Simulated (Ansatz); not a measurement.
**Nudged elastic band run: C3H4FN**

Input:

```yaml
crystal:
  periodic: [false, false, false]
  atoms:
    - { symbol: "N", position_ang: [-0.390585, 0.89943, -1.015863] }
    - { symbol: C, position_ang: [0.137668, -0.159451, -0.21732] }
    - { symbol: F, position_ang: [0.84704, -1.116942, -1.008608] }
    - { symbol: C, position_ang: [-0.512423, -0.680442, 1.010239] }
    - { symbol: C, position_ang: [0.604162, 0.005555, 1.181243] }
    - { symbol: H, position_ang: [-1.011908, 0.508303, -1.739149] }
    - { symbol: H, position_ang: [0.376393, 1.361458, -1.526204] }
    - { symbol: H, position_ang: [-1.333674, -1.26329, 1.441874] }
    - { symbol: H, position_ang: [1.372027, 0.39898, 1.856589] }
basis:
  gaussian: { orbitals: def2-SVP }
hamiltonian:
  xc: blyp
neb:
  order_check: false
  images: 7
  f_tol: 0.03
  max_iterations: 46
  spring: 50.0
  final_atoms:
    - { symbol: "N", position_ang: [-0.45590046, 0.57591914, -1.26668386] }
    - { symbol: C, position_ang: [0.10775765, -0.32617781, -0.29494069] }
    - { symbol: F, position_ang: [0.69884315, -1.37626335, -1.00684578] }
    - { symbol: C, position_ang: [-0.50964413, -0.60866684, 1.01871366] }
    - { symbol: C, position_ang: [0.67300426, -0.00282227, 1.04847377] }
    - { symbol: H, position_ang: [0.26264926, 0.85370026, -1.94953316] }
    - { symbol: H, position_ang: [-0.80175295, 1.42738968, -0.80988751] }
    - { symbol: H, position_ang: [-1.36046594, -1.01722749, 1.57948775] }
    - { symbol: H, position_ang: [1.47420917, 0.42774967, 1.66401683] }
  initial_path:
    images:
      - { positions_ang: [[-0.390585, 0.89943, -1.015863], [0.137668, -0.159451, -0.21732], [0.84704, -1.116942, -1.008608], [-0.512423, -0.680442, 1.010239], [0.604162, 0.005555, 1.181243], [-1.011908, 0.508303, -1.739149], [0.376393, 1.361458, -1.526204], [-1.333674, -1.26329, 1.441874], [1.372027, 0.39898, 1.856589]] }
      - { positions_ang: [[-0.41524168, 0.84783015, -1.01788776], [0.11789174, -0.19847188, -0.22638567], [0.79302693, -1.17044295, -0.99954169], [-0.49536214, -0.66845888, 1.00636926], [0.60517169, 0.00541743, 1.13700938], [-0.84771483, 0.51233059, -1.81395614], [0.27132731, 1.42226146, -1.35804021], [-1.31941039, -1.21904983, 1.46093835], [1.37901138, 0.42218491, 1.79429547]] }
      - { positions_ang: [[-0.43989836, 0.7962303, -1.01991252], [0.09811548, -0.23749276, -0.23545133], [0.73901385, -1.2239439, -0.99047539], [-0.47830128, -0.65647576, 1.00249952], [0.60618137, 0.00527985, 1.09277576], [-0.68352166, 0.51635818, -1.88876328], [0.16626162, 1.48306493, -1.18987641], [-1.30514678, -1.17480966, 1.48000271], [1.38599576, 0.44538981, 1.73200195]] }
      - { positions_ang: [[-0.46455503, 0.74463046, -1.02193729], [0.07833922, -0.27651364, -0.244517], [0.68500078, -1.27744485, -0.98140908], [-0.46124043, -0.64449264, 0.99862978], [0.60719106, 0.00514228, 1.04854214], [-0.51932849, 0.52038576, -1.96357042], [0.06119593, 1.54386839, -1.02171262], [-1.29088317, -1.13056949, 1.49906706], [1.39298014, 0.46859472, 1.66970842]] }
      - { positions_ang: [[-0.48921171, 0.69303061, -1.02396205], [0.05856296, -0.31553452, -0.25358267], [0.6309877, -1.3309458, -0.97234278], [-0.44417957, -0.63250952, 0.99476004], [0.60820074, 0.0050047, 1.00430852], [-0.35513532, 0.52441335, -2.03837756], [-0.04386976, 1.60467186, -0.85354883], [-1.27661956, -1.08632932, 1.51813142], [1.39996452, 0.49179963, 1.6074149]] }
      - { positions_ang: [[-0.4808839, 0.66375274, -1.0846425], [0.07086163, -0.31819534, -0.26392217], [0.64795156, -1.34227519, -0.98096853], [-0.46054571, -0.62654885, 1.00074844], [0.62440162, 0.00304796, 1.01534984], [-0.20068917, 0.60673508, -2.01616646], [-0.23334056, 1.56035131, -0.8426335], [-1.29758116, -1.06905386, 1.5334705], [1.41852568, 0.47578714, 1.62156538]] }
      - { positions_ang: [[-0.47255609, 0.63447487, -1.14532295], [0.0831603, -0.32085616, -0.27426168], [0.66491542, -1.35360457, -0.98959428], [-0.47691185, -0.62058818, 1.00673685], [0.6406025, 0.00109121, 1.02639115], [-0.04624303, 0.68905681, -1.99395536], [-0.42281136, 1.51603077, -0.83171817], [-1.31854275, -1.0517784, 1.54880958], [1.43708685, 0.45977465, 1.63571586]] }
      - { positions_ang: [[-0.46422827, 0.60519701, -1.2060034], [0.09545898, -0.32351698, -0.28460119], [0.68187929, -1.36493396, -0.99822003], [-0.49327799, -0.61462751, 1.01272525], [0.65680338, -0.00086553, 1.03743246], [0.10820311, 0.77137853, -1.97174426], [-0.61228216, 1.47171022, -0.82080284], [-1.33950434, -1.03450294, 1.56414866], [1.45564801, 0.44376216, 1.64986635]] }
      - { positions_ang: [[-0.45590046, 0.57591914, -1.26668386], [0.10775765, -0.32617781, -0.29494069], [0.69884315, -1.37626335, -1.00684578], [-0.50964413, -0.60866684, 1.01871366], [0.67300426, -0.00282227, 1.04847377], [0.26264926, 0.85370026, -1.94953316], [-0.80175295, 1.42738968, -0.80988751], [-1.36046594, -1.01722749, 1.57948775], [1.47420917, 0.42774967, 1.66401683]] }
```

Launched with:

```bash
$ ansatz run input.yaml --threads 1 --pin off --max-ram 2048MiB --backend cpu --events-out ev --progress --plain --runs-dir out
```

Output, in part (warnings, iteration lines, the closing report on the highest movable image, with atoms numbered from 0):

```
NEB end point (image 0): max|allowed force component| = 1.152e-2 eV/Å (the criterion of neb.relax_end_points is 1.000e-2)
NEB end point (image 8): max|allowed force component| = 1.567e-2 eV/Å (the criterion of neb.relax_end_points is 1.000e-2)
NEB iter   1: max|band force component| = 7.277e0 eV/Å  barrier→ = 0.9076 eV  barrier← = 0.7986 eV  Δτ_max = 0.0898 Å  (259 SCF iters)
NEB iter   2: max|band force component| = 1.890e0 eV/Å  barrier→ = 0.2232 eV  barrier← = 0.1143 eV  Δτ_max = 0.0394 Å  (223 SCF iters)
NEB iter   3: max|band force component| = 5.081e-1 eV/Å  barrier→ = 0.1437 eV  barrier← = 0.0348 eV  Δτ_max = 0.0192 Å  (225 SCF iters)
NEB iter   4: max|band force component| = 9.042e-2 eV/Å  barrier→ = 0.1372 eV  barrier← = 0.0282 eV  CI = image 5  Δτ_max = 0.0216 Å  (229 SCF iters)
NEB iter   5: max|band force component| = 7.041e-2 eV/Å  barrier→ = 0.1363 eV  barrier← = 0.0273 eV  CI = image 5  Δτ_max = 0.0052 Å  (229 SCF iters)
NEB iter   6: max|band force component| = 2.241e-2 eV/Å  barrier→ = 0.1361 eV  barrier← = 0.0272 eV  CI = image 5  Δτ_max = 0.0000 Å  (592 SCF iters)
Total energy: -7372.55345797 eV, -270.9363422843 hartree
Atom 0 at    -0.511792     0.694664    -1.144481 Å, force     0.000269    -0.004646     0.006794 eV/Å
Atom 1 at     0.080230    -0.289629    -0.260790 Å, force    -0.013539    -0.011540     0.008187 eV/Å
Atom 2 at     0.642025    -1.306596    -1.054439 Å, force     0.005388     0.002581    -0.000280 eV/Å
Atom 3 at    -0.494390    -0.666838     1.050288 Å, force     0.003825     0.003843    -0.013340 eV/Å
Atom 4 at     0.661353    -0.009780     1.073267 Å, force    -0.003877     0.002152     0.005455 eV/Å
Atom 5 at    -0.178808     0.533151    -2.102199 Å, force     0.001376     0.004645    -0.004080 eV/Å
Atom 6 at    -0.231060     1.644500    -0.872373 Å, force     0.002932     0.003608    -0.003149 eV/Å
Atom 7 at    -1.323740    -1.111704     1.614541 Å, force     0.002062     0.000538     0.004102 eV/Å
Atom 8 at     1.444882     0.465834     1.678988 Å, force     0.001565    -0.001181    -0.003687 eV/Å
Dipole moment:     0.083914     0.340709     0.192393 e Å
```

It converged. Another band between the same ends (7 images) ends at a top of the same energy, where a vibrational analysis finds 1 clearly imaginary mode.

Final band (atoms are numbered from 1 in the order of the input):

```json
{"image": "0", "path coordinate (Å)": "0.00", "energy (kJ/mol)": "0.0", "dihedral H7–N1–C2–F3 (°)": "-58"}
{"image": "1", "path coordinate (Å)": "0.30", "energy (kJ/mol)": "1.2", "dihedral H7–N1–C2–F3 (°)": "-72"}
{"image": "2", "path coordinate (Å)": "0.59", "energy (kJ/mol)": "4.6", "dihedral H7–N1–C2–F3 (°)": "-87"}
{"image": "3", "path coordinate (Å)": "0.89", "energy (kJ/mol)": "8.7", "dihedral H7–N1–C2–F3 (°)": "-102"}
{"image": "4", "path coordinate (Å)": "1.19", "energy (kJ/mol)": "12.0", "dihedral H7–N1–C2–F3 (°)": "-117"}
{"image": "5", "path coordinate (Å)": "1.49", "energy (kJ/mol)": "13.1", "dihedral H7–N1–C2–F3 (°)": "-132"}
{"image": "6", "path coordinate (Å)": "1.77", "energy (kJ/mol)": "12.4", "dihedral H7–N1–C2–F3 (°)": "-146"}
{"image": "7", "path coordinate (Å)": "2.06", "energy (kJ/mol)": "11.1", "dihedral H7–N1–C2–F3 (°)": "-160"}
{"image": "8", "path coordinate (Å)": "2.34", "energy (kJ/mol)": "10.5", "dihedral H7–N1–C2–F3 (°)": "-173"}
```

Time of the run: 2.5 min on 1 thread of Intel(R) Xeon(R) Platinum 8259CL CPU @ 2.50GHz (Skylake/Cascade Lake), with other jobs on the host, peak memory 0.26 GiB.
